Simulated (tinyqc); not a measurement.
Inside a calculation (part 1 of 2). Method: RKS/PBE in the sto-3g basis, for H2O, spin multiplicity 1. Computed by tinyqc, a small Python program that keeps every step (integrals from PySCF). Settings: charge = 0, multiplicity = 1, basis = sto-3g, energy threshold = 1e-10, iteration cap = 70, orthogonalisation = symmetric, start = atomic densities, DIIS depth = 0, damping = 0.5, method = RKS, functional = pbe,pbe, grid = [40, 86]. Command: `OMP_NUM_THREADS=1 python tinyqc.py 21225 21226 out.jsonl` (the two numbers bound the seeds that draw the settings). One thread of a shared host (Intel(R) Xeon(R) Processor @ 2.60GHz), about 2 s of CPU time with the checks. Later iterations appear only in the table of the cycle.

## One-electron integrals

Geometry (angstrom):
```
atom         x          y         z
O     0.000000   0.000000  0.000000
H     0.000000   1.041000  0.728000
H     0.000000  -1.041000  0.728000
```

Basis sto-3g: exponents (1/bohr^2) and contraction coefficients of normalised primitives:
```
element  l (shell)    exponent  coefficient
O            s (1)  130.709320     0.154329
O            s (1)   23.808861     0.535328
O            s (1)    6.443608     0.444635
O            s (2)    5.033151    -0.099967
O            s (2)    1.169596     0.399513
O            s (2)    0.380389     0.700115
O            p (3)    5.033151     0.155916
O            p (3)    1.169596     0.607684
O            p (3)    0.380389     0.391957
H            s (1)    3.425251     0.154329
H            s (1)    0.623914     0.535328
H            s (1)    0.168855     0.444635
```

Overlap, kinetic and nuclear-attraction integrals over the contracted functions; the nuclear repulsion is the sum of Za Zb / Rab.

nuclear repulsion = 6.91938676 hartree

overlap S, lower triangle:
```
           1O 1s     1O 2s    1O 2px     1O 2py    1O 2pz     2H 1s     3H 1s
1O 1s   1.000000
1O 2s   0.236704  1.000000
1O 2px  0.000000  0.000000  1.000000
1O 2py  0.000000  0.000000  0.000000   1.000000
1O 2pz  0.000000  0.000000  0.000000   0.000000  1.000000
2H 1s   0.025750  0.295141  0.000000   0.226063  0.158092  1.000000
3H 1s   0.025750  0.295141  0.000000  -0.226063  0.158092  0.104048  1.000000
```

kinetic energy T (hartree), lower triangle:
```
            1O 1s     1O 2s    1O 2px     1O 2py    1O 2pz      2H 1s     3H 1s
1O 1s   29.003200
1O 2s   -0.168011  0.808128
1O 2px   0.000000  0.000000  2.528731
1O 2py   0.000000  0.000000  0.000000   2.528731
1O 2pz   0.000000  0.000000  0.000000   0.000000  2.528731
2H 1s   -0.008131  0.025040  0.000000   0.084120  0.058827   0.760032
3H 1s   -0.008131  0.025040  0.000000  -0.084120  0.058827  -0.010890  0.760032
```

nuclear attraction V (hartree), lower triangle:
```
             1O 1s      1O 2s     1O 2px     1O 2py     1O 2pz      2H 1s      3H 1s
1O 1s   -61.451607
1O 2s    -7.380290  -9.883810
1O 2px    0.000000   0.000000  -9.769737
1O 2py    0.000000   0.000000   0.000000  -9.852687
1O 2pz   -0.010103  -0.126065   0.000000   0.000000  -9.810304
2H 1s    -0.820384  -2.142290   0.000000  -1.427025  -1.023333  -4.778278
3H 1s    -0.820384  -2.142290   0.000000   1.427025  -1.023333  -0.563552  -4.778278
```

core Hamiltonian H = T + V (hartree), lower triangle:
```
             1O 1s      1O 2s     1O 2px     1O 2py     1O 2pz      2H 1s      3H 1s
1O 1s   -32.448407
1O 2s    -7.548301  -9.075682
1O 2px    0.000000   0.000000  -7.241005
1O 2py    0.000000   0.000000   0.000000  -7.323956
1O 2pz   -0.010103  -0.126065   0.000000   0.000000  -7.281573
2H 1s    -0.828515  -2.117249   0.000000  -1.342905  -0.964506  -4.018247
3H 1s    -0.828515  -2.117249   0.000000   1.342905  -0.964506  -0.574442  -4.018247
```

## Two-electron integrals

Functions are numbered as in S; the eight-fold symmetry (ij|kl) = (ji|kl) = (kl|ij) leaves the list below.

Two-electron integrals (ij|kl) in chemists' order, unique and non-zero (hartree):
```
(11|11) 4.785065    (21|11) 0.741380    (21|21) 0.136873    (22|11) 1.118947
(22|21) 0.256633    (22|22) 0.817206    (31|31) 0.024477    (32|31) 0.037809
(32|32) 0.180518    (33|11) 1.115814    (33|21) 0.256684    (33|22) 0.817023
(33|33) 0.880159    (41|41) 0.024477    (42|41) 0.037809    (42|42) 0.180518
(43|43) 0.047444    (44|11) 1.115814    (44|21) 0.256684    (44|22) 0.817023
(44|33) 0.785270    (44|44) 0.880159    (51|51) 0.024477    (52|51) 0.037809
(52|52) 0.180518    (53|53) 0.047444    (54|54) 0.047444    (55|11) 1.115814
(55|21) 0.256684    (55|22) 0.817023    (55|33) 0.785270    (55|44) 0.785270
(55|55) 0.880159    (61|11) 0.081493    (61|21) 0.014937    (61|22) 0.027892
(61|33) 0.027840    (61|41) 0.000541    (61|42) 0.001026    (61|44) 0.027948
(61|51) 0.000378    (61|52) 0.000718    (61|54) 0.000076    (61|55) 0.027892
(61|61) 0.001650    (62|11) 0.228137    (62|21) 0.053112    (62|22) 0.191099
(62|33) 0.187672    (62|41) 0.003242    (62|42) 0.026394    (62|44) 0.194446
(62|51) 0.002267    (62|52) 0.018458    (62|54) 0.004737    (62|55) 0.190985
(62|61) 0.005920    (62|62) 0.058716    (63|31) 0.005178    (63|32) 0.031501
(63|43) 0.005265    (63|53) 0.003682    (63|63) 0.007761    (64|11) 0.145283
(64|21) 0.034224    (64|22) 0.131540    (64|33) 0.125811    (64|41) 0.006981
(64|42) 0.048360    (64|44) 0.140708    (64|51) 0.001260    (64|52) 0.011790
(64|54) 0.006736    (64|55) 0.127947    (64|61) 0.003955    (64|62) 0.049208
(64|64) 0.048564    (65|11) 0.101601    (65|21) 0.023934    (65|22) 0.091989
(65|33) 0.087983    (65|41) 0.001260    (65|42) 0.011790    (65|44) 0.091038
(65|51) 0.006060    (65|52) 0.039746    (65|54) 0.007400    (65|55) 0.096840
(65|61) 0.002766    (65|62) 0.034412    (65|64) 0.028535    (65|65) 0.027716
(66|11) 0.412028    (66|21) 0.097426    (66|22) 0.404182    (66|33) 0.389568
(66|41) 0.006703    (66|42) 0.077535    (66|44) 0.418712    (66|51) 0.004688
(66|52) 0.054222    (66|54) 0.020381    (66|55) 0.403821    (66|61) 0.010909
(66|62) 0.167289    (66|64) 0.160313    (66|65) 0.112111    (66|66) 0.774606
(71|11) 0.081493    (71|21) 0.014937    (71|22) 0.027892    (71|33) 0.027840
(71|41) -0.000541   (71|42) -0.001026   (71|44) 0.027948    (71|51) 0.000378
(71|52) 0.000718    (71|54) -0.000076   (71|55) 0.027892    (71|61) 0.001624
(71|62) 0.005726    (71|64) 0.003550    (71|65) 0.002679    (71|66) 0.010492
(71|71) 0.001650    (72|11) 0.228137    (72|21) 0.053112    (72|22) 0.191099
(72|33) 0.187672    (72|41) -0.003242   (72|42) -0.026394   (72|44) 0.194446
(72|51) 0.002267    (72|52) 0.018458    (72|54) -0.004737   (72|55) 0.190985
(72|61) 0.005726    (72|62) 0.044969    (72|64) 0.026580    (72|65) 0.025534
(72|66) 0.100768    (72|71) 0.005920    (72|72) 0.058716    (73|31) 0.005178
(73|32) 0.031501    (73|43) -0.005265   (73|53) 0.003682    (73|63) 0.005674
(73|73) 0.007761    (74|11) -0.145283   (74|21) -0.034224   (74|22) -0.131540
(74|33) -0.125811   (74|41) 0.006981    (74|42) 0.048360    (74|44) -0.140708
(74|51) -0.001260   (74|52) -0.011790   (74|54) 0.006736    (74|55) -0.127947
(74|61) -0.003550   (74|62) -0.026580   (74|64) -0.010510   (74|65) -0.014852
(74|66) -0.056414   (74|71) -0.003955   (74|72) -0.049208   (74|74) 0.048564
(75|11) 0.101601    (75|21) 0.023934    (75|22) 0.091989    (75|33) 0.087983
(75|41) -0.001260   (75|42) -0.011790   (75|44) 0.091038    (75|51) 0.006060
(75|52) 0.039746    (75|54) -0.007400   (75|55) 0.096840    (75|61) 0.002679
(75|62) 0.025534    (75|64) 0.014852    (75|65) 0.019960    (75|66) 0.061906
(75|71) 0.002766    (75|72) 0.034412    (75|74) -0.028535   (75|75) 0.027716
(76|11) 0.056410    (76|21) 0.013259    (76|22) 0.052000    (76|33) 0.050828
(76|44) 0.051907    (76|51) 0.000880    (76|52) 0.008652    (76|55) 0.053207
(76|61) 0.001460    (76|62) 0.015784    (76|64) 0.011633    (76|65) 0.010452
(76|66) 0.047714    (76|71) 0.001460    (76|72) 0.015784    (76|74) -0.011633
(76|75) 0.010452    (76|76) 0.005511    (77|11) 0.412028    (77|21) 0.097426
(77|22) 0.404182    (77|33) 0.389568    (77|41) -0.006703   (77|42) -0.077535
(77|44) 0.418712    (77|51) 0.004688    (77|52) 0.054222    (77|54) -0.020381
(77|55) 0.403821    (77|61) 0.010492    (77|62) 0.100768    (77|64) 0.056414
(77|65) 0.061906    (77|66) 0.253537    (77|71) 0.010909    (77|72) 0.167289
(77|74) -0.160313   (77|75) 0.112111    (77|76) 0.047714    (77|77) 0.774606
```

## Orthogonalisation

S = U s U^T; symmetric (Loewdin) form X = U s^(-1/2) U^T, so that X^T S X = 1.

eigenvalues of S: 0.533911  0.624069  0.893361  1.000000  1.097227  1.271883  1.579549

X, lower triangle:
```
            1O 1s      1O 2s    1O 2px     1O 2py     1O 2pz      2H 1s     3H 1s
1O 1s    1.023040
1O 2s   -0.131281   1.096646
1O 2px   0.000000   0.000000  1.000000
1O 2py   0.000000   0.000000  0.000000   1.045828
1O 2pz  -0.004470   0.039037  0.000000   0.000000   1.020393
2H 1s    0.015435  -0.161392  0.000000  -0.132311  -0.084657   1.071776
3H 1s    0.015435  -0.161392  0.000000   0.132311  -0.084657  -0.034949  1.071776
```

## Starting guess

The start is atomic minimal-basis densities projected into this basis (PySCF's MINAO start) and scaled to the electron count of each spin; this density is not idempotent, so its energy is not variational and may lie below the converged one.

D at the start, lower triangle:
```
            1O 1s      1O 2s    1O 2px     1O 2py    1O 2pz     2H 1s     3H 1s
1O 1s    2.144145
1O 2s   -0.495217   2.100437
1O 2px   0.000000   0.000000  1.307945
1O 2py   0.000000   0.000000  0.000000   1.204213
1O 2pz   0.011295  -0.056148  0.000000   0.000000  1.261507
2H 1s   -0.016004   0.061845  0.000000   0.117356  0.068544  0.993247
3H 1s   -0.016004   0.061845  0.000000  -0.117356  0.068544  0.042621  0.993247
```

## Iteration 1: exchange-correlation on the grid

Becke grid with 40 radial and 86 angular points per atom, points of zero weight dropped. rho = sum D_ij phi_i phi_j; V_xc,ij = sum w v_xc phi_i phi_j plus the gradient terms; v_xc is d(rho eps)/d rho at fixed gradient.

The 12 grid points with the largest w rho, of 10306 (bohr, atomic units):
```
x                  y          z         w       rho  |grad rho|^2     eps_xc       v_xc
-0.784194  -0.213526  -0.784194  0.031491  0.300896      0.645168  -0.569865  -0.697757
-0.784194   0.213526  -0.784194  0.031491  0.300896      0.645168  -0.569865  -0.697757
0.784194    0.213526  -0.784194  0.031491  0.300896      0.645168  -0.569865  -0.697757
0.784194   -0.213526  -0.784194  0.031491  0.300896      0.645168  -0.569865  -0.697757
-1.047315   0.000000  -0.422665  0.031320  0.301652      0.646425  -0.570225  -0.698465
1.047315    0.000000  -0.422665  0.031320  0.301652      0.646425  -0.570225  -0.698465
-0.652052   0.652052  -0.652052  0.031650  0.298051      0.628668  -0.568144  -0.695758
0.652052   -0.652052  -0.652052  0.031650  0.298051      0.628668  -0.568144  -0.695758
-0.652052  -0.652052  -0.652052  0.031650  0.298051      0.628668  -0.568144  -0.695758
0.652052    0.652052  -0.652052  0.031650  0.298051      0.628668  -0.568144  -0.695758
0.422665    0.000000  -1.047315  0.031321  0.300395      0.644442  -0.569630  -0.697281
-0.422665   0.000000  -1.047315  0.031321  0.300395      0.644442  -0.569630  -0.697281
```

electrons on the grid, sum of w rho = 10.000529

E_xc = sum of w rho eps_xc = -9.18915570 hartree

V_xc (hartree), lower triangle:
```
            1O 1s      1O 2s     1O 2px     1O 2py     1O 2pz      2H 1s      3H 1s
1O 1s   -3.094020
1O 2s   -0.417978  -0.779065
1O 2px   0.000000   0.000000  -0.768657
1O 2py   0.000000   0.000000   0.000000  -0.776686
1O 2pz   0.000266  -0.006065   0.000000   0.000000  -0.772635
2H 1s   -0.046382  -0.176071   0.000000  -0.123639  -0.088116  -0.460577
3H 1s   -0.046382  -0.176071   0.000000   0.123639  -0.088116  -0.045190  -0.460577
```

## Iteration 1: building the Kohn-Sham matrix

J_ij = sum D_kl (ij|kl); F = H + J + V_xc; E = tr D H + tr D J / 2 + E_xc + E_nn.

Coulomb J (hartree), lower triangle:
```
            1O 1s     1O 2s    1O 2px     1O 2py    1O 2pz     2H 1s     3H 1s
1O 1s   17.057148
1O 2s    3.191222  7.884462
1O 2px   0.000000  0.000000  7.847833
1O 2py   0.000000  0.000000  0.000000   7.905475
1O 2pz   0.008484  0.109985  0.000000   0.000000  7.876190
2H 1s    0.348932  1.862522  0.000000   1.293212  0.927597  4.285569
3H 1s    0.348932  1.862522  0.000000  -1.293212  0.927597  0.519591  4.285569
```

Kohn-Sham matrix F (hartree), lower triangle:
```
             1O 1s      1O 2s     1O 2px     1O 2py     1O 2pz      2H 1s      3H 1s
1O 1s   -18.485279
1O 2s    -4.775058  -1.970286
1O 2px    0.000000   0.000000  -0.161829
1O 2py    0.000000   0.000000   0.000000  -0.195167
1O 2pz   -0.001352  -0.022145   0.000000   0.000000  -0.178019
2H 1s    -0.525965  -0.430799   0.000000  -0.173332  -0.125025  -0.193255
3H 1s    -0.525965  -0.430799   0.000000   0.173332  -0.125025  -0.100041  -0.193255
```

total energy of this density = -75.52039742 hartree

This density is the starting one; it is not idempotent, so its energy is not variational and may lie below the converged one.

## Iteration 1: diagonalisation and new density

Diagonalise F' = X^T F X, C = X C', fill 5 alpha and 5 beta electrons from the bottom; D = 2 C_occ C_occ^T; the new density keeps 0.5 of the old one (damping). Each column has its largest component positive (the first on a tie).

F' = X^T F X (hartree), lower triangle:
```
            1          2          3          4          5          6          7
1  -18.128052
2   -2.528845  -1.067067
3    0.000000   0.000000  -0.161829
4    0.000000   0.000000   0.000000  -0.120790
5   -0.018689   0.027917   0.000000   0.000000  -0.144916
6   -0.036920  -0.190513   0.000000  -0.166036  -0.107274  -0.051910
7   -0.036920  -0.190513   0.000000   0.166036  -0.107274  -0.032431  -0.051910
```

orbital energies (hartree): MO1 -18.495452, MO2 -0.795493, MO3 -0.310346, MO4 -0.237922, MO5 -0.161829, MO6 0.104489, MO7 0.170077

coefficients C:
```
              MO1        MO2        MO3        MO4       MO5        MO6        MO7
1O 1s    0.993657  -0.253561   0.000000   0.062614  0.000000   0.093670   0.000000
1O 2s    0.026544   0.955623   0.000000  -0.311554  0.000000  -0.512347   0.000000
1O 2px   0.000000   0.000000   0.000000   0.000000  1.000000   0.000000   0.000000
1O 2py   0.000000   0.000000   0.696223   0.000000  0.000000   0.000000   0.802523
1O 2pz   0.001443   0.033476   0.000000   0.802807  0.000000  -0.641450   0.000000
2H 1s   -0.004378   0.101070   0.388615   0.314064  0.000000   0.679769  -0.692030
3H 1s   -0.004378   0.101070  -0.388615   0.314064  0.000000   0.679769   0.692030
```

D after iteration 1, lower triangle:
```
            1O 1s      1O 2s    1O 2px     1O 2py    1O 2pz      2H 1s     3H 1s
1O 1s    2.127640
1O 2s   -0.483049   2.061205
1O 2px   0.000000   0.000000  1.653973
1O 2py   0.000000   0.000000  0.000000   1.086833
1O 2pz   0.048860  -0.246163  0.000000   0.000000  1.276375
2H 1s   -0.018315   0.029543  0.000000   0.329241  0.289782   0.756516
3H 1s   -0.018315   0.029543  0.000000  -0.329241  0.289782  -0.020840  0.756516
```

## Iteration 2: exchange-correlation on the grid

As before.

The 12 grid points with the largest w rho, of 10306 (bohr, atomic units):
```
x                  y          z         w       rho  |grad rho|^2     eps_xc       v_xc
-1.047315   0.000000  -0.422665  0.031320  0.352872      0.883393  -0.597156  -0.736677
1.047315    0.000000  -0.422665  0.031320  0.352872      0.883393  -0.597156  -0.736677
-0.901732   0.000000  -0.363912  0.020879  0.520503      1.420342  -0.666518  -0.848422
0.901732    0.000000  -0.363912  0.020879  0.520503      1.420342  -0.666518  -0.848422
-0.784194  -0.213526  -0.784194  0.031491  0.341844      0.836312  -0.591746  -0.728486
0.784194   -0.213526  -0.784194  0.031491  0.341844      0.836312  -0.591746  -0.728486
0.784194    0.213526  -0.784194  0.031491  0.341844      0.836312  -0.591746  -0.728486
-0.784194   0.213526  -0.784194  0.031491  0.341844      0.836312  -0.591746  -0.728486
1.129387    0.000000   0.000000  0.030603  0.349490      0.857207  -0.595259  -0.734664
-1.129387   0.000000   0.000000  0.030603  0.349490      0.857207  -0.595259  -0.734664
1.047315    0.422665   0.000000  0.031255  0.340306      0.806443  -0.590450  -0.728348
-1.047315   0.422665   0.000000  0.031255  0.340306      0.806443  -0.590450  -0.728348
```

electrons on the grid, sum of w rho = 10.000505

E_xc = sum of w rho eps_xc = -9.24575368 hartree

V_xc (hartree), lower triangle:
```
            1O 1s      1O 2s     1O 2px     1O 2py     1O 2pz      2H 1s      3H 1s
1O 1s   -3.089533
1O 2s   -0.418864  -0.789176
1O 2px   0.000000   0.000000  -0.789770
1O 2py   0.000000   0.000000   0.000000  -0.778625
1O 2pz   0.001428   0.002242   0.000000   0.000000  -0.780153
2H 1s   -0.046426  -0.176436   0.000000  -0.122587  -0.086595  -0.441707
3H 1s   -0.046426  -0.176436   0.000000   0.122587  -0.086595  -0.044748  -0.441707
```

## Iteration 2: building the Kohn-Sham matrix

As before.

Coulomb J (hartree), lower triangle:
```
            1O 1s     1O 2s    1O 2px     1O 2py    1O 2pz     2H 1s     3H 1s
1O 1s   17.204606
1O 2s    3.230130  8.009114
1O 2px   0.000000  0.000000  7.996757
1O 2py   0.000000  0.000000  0.000000   8.010943
1O 2pz  -0.000242  0.060227  0.000000   0.000000  7.995861
2H 1s    0.352950  1.877091  0.000000   1.297539  0.922505  4.238660
3H 1s    0.352950  1.877091  0.000000  -1.297539  0.922505  0.519772  4.238660
```

Kohn-Sham matrix F (hartree), lower triangle:
```
             1O 1s      1O 2s     1O 2px     1O 2py     1O 2pz      2H 1s      3H 1s
1O 1s   -18.333334
1O 2s    -4.737035  -1.855745
1O 2px    0.000000   0.000000  -0.034018
1O 2py    0.000000   0.000000   0.000000  -0.091638
1O 2pz   -0.008917  -0.063596   0.000000   0.000000  -0.065865
2H 1s    -0.521992  -0.416594   0.000000  -0.167953  -0.128596  -0.221294
3H 1s    -0.521992  -0.416594   0.000000   0.167953  -0.128596  -0.099418  -0.221294
```

total energy of this density = -75.34662889 hartree

This density is a damped mixture and is not idempotent, and it still holds part of the atomic start, so its energy may lie below the converged one.

## Iteration 2: diagonalisation and new density

As before.

F' = X^T F X (hartree), lower triangle:
```
            1          2          3          4          5          6          7
1  -17.977118
2   -2.522458  -0.952005
3    0.000000   0.000000  -0.034018
4    0.000000   0.000000   0.000000  -0.011535
5   -0.021678  -0.010708   0.000000   0.000000  -0.030551
6   -0.036442  -0.185318   0.000000  -0.169749  -0.111292  -0.085441
7   -0.036442  -0.185318   0.000000   0.169749  -0.111292  -0.031329  -0.085441
```

orbital energies (hartree): MO1 -18.343447, MO2 -0.703233, MO3 -0.273828, MO4 -0.155595, MO5 -0.034018, MO6 0.125831, MO7 0.208180

coefficients C:
```
              MO1        MO2        MO3        MO4       MO5        MO6        MO7
1O 1s    0.993670  -0.243485   0.000000   0.105179  0.000000  -0.081331   0.000000
1O 2s    0.026508   0.905937   0.000000  -0.502907  0.000000   0.446257   0.000000
1O 2px   0.000000   0.000000   0.000000   0.000000  1.000000   0.000000   0.000000
1O 2py   0.000000   0.000000   0.568064   0.000000  0.000000   0.000000   0.897815
1O 2pz   0.001923   0.095187   0.000000   0.652046  0.000000   0.789210   0.000000
2H 1s   -0.004439   0.149989   0.487955   0.430553  0.000000  -0.602549  -0.625960
3H 1s   -0.004439   0.149989  -0.487955   0.430553  0.000000  -0.602549   0.625960
```

D after iteration 2, lower triangle:
```
            1O 1s      1O 2s    1O 2px     1O 2py    1O 2pz      2H 1s     3H 1s
1O 1s    2.121546
1O 2s   -0.488661   2.104943
1O 2px   0.000000   0.000000  1.826986
1O 2py   0.000000   0.000000  0.000000   0.866113
1O 2pz   0.071746  -0.364715  0.000000   0.000000  1.072416
2H 1s   -0.004803  -0.065994  0.000000   0.441810  0.439900   0.824251
3H 1s   -0.004803  -0.065994  0.000000  -0.441810  0.439900  -0.040628  0.824251
```
